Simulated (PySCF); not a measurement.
## Computed spin Hamiltonian

Species: C4H3O (doublet state).
Structure used (GFN2-xTB), in Å, numbered top down from 1:
```
atom  x, y, z in Å
O1     1.681   -0.812   -0.594
C2     0.709   -0.283   -0.136
C3     0.471    1.084    0.411
C4    -0.823    0.873    0.192
C5    -0.789   -0.599   -0.145
H6     1.104    1.899    0.693
H7    -1.130   -1.253    0.653
H8    -1.215   -0.900   -1.099
```

The species is `O=C1C=[C]C1` [radical].

Computed with PySCF 2.14.0, UKS B3LYP, pcH-1 on C H O, non-relativistic, mean-field spin-orbit, GIAO. One conformer (not necessarily the lowest) at the GFN2-xTB geometry, without solvent, vibrations or thermal averaging. Couplings are sensitive to structure, and on GFN2-xTB geometries they can be far from those on DFT ones. The SCF solution wasn't tested for stability.

| Quantity | Value |
| --- | --- |
| g1, g2, g3 | 2.00153, 2.00177, 2.00260 |
| g_iso | 2.00197 |
| Form of g | rhombic: the two nearest values differ by 23 % of g3 − g1 |
| ⟨S²⟩ | 0.7580 (exact 0.7500) |
| α and β electrons | 18, 17 |
| HOMO–LUMO gap, α and β orbitals | 5.72, 3.72 eV |

Isotropic coupling and dipolar principal values T1 to T3, in MHz; ρ(0) is the spin density at the nucleus:

| atom | isotope | a_iso | T1 | T2 | T3 | Mulliken spin population | ρ(0) (bohr⁻³) |
| --- | --- | --- | --- | --- | --- | --- | --- |
| O1 | 17O | -8.9 | -16.4 | 4.0 | 12.4 | 0.01 | 0.0147 |
| C2 | 13C | 146.2 | -5.9 | -4.3 | 10.3 | 0.09 | 0.1301 |
| C3 | 13C | 19.5 | -22.3 | -1.3 | 23.6 | -0.06 | 0.0173 |
| C4 | 13C | 412.7 | -76.8 | -58.3 | 135.0 | 0.93 | 0.3671 |
| C5 | 13C | 57.3 | -10.2 | -8.6 | 18.8 | 0.03 | 0.0509 |
| H6 | 1H | 20.3 | -6.9 | -4.1 | 11.1 | 0.01 | 0.0045 |
| H7 | 1H | 1.2 | -7.6 | -4.9 | 12.4 | 0.00 | 0.0003 |
| H8 | 1H | -1.1 | -7.3 | -4.7 | 12.0 | 0.00 | -0.0003 |

The Mulliken spin populations are largest on C4 (+0.93), C2 (+0.09) and C3 (-0.06). No atom but C4 exceeds +0.15.

Under fast tumbling the dipolar parts average out, and these isotropic splittings remain: 1 × 1H (H6, I = 1/2, 2 lines) with 0.72 mT.

The 17O coupling of O1 (-8.9 MHz) shows only in satellite lines or after enrichment, since that isotope makes up about 0.038 % of natural oxygen.

The 13C coupling of C4 (412.7 MHz) shows only in satellite lines or after enrichment, since that isotope makes up about 1.07 % of natural carbon.
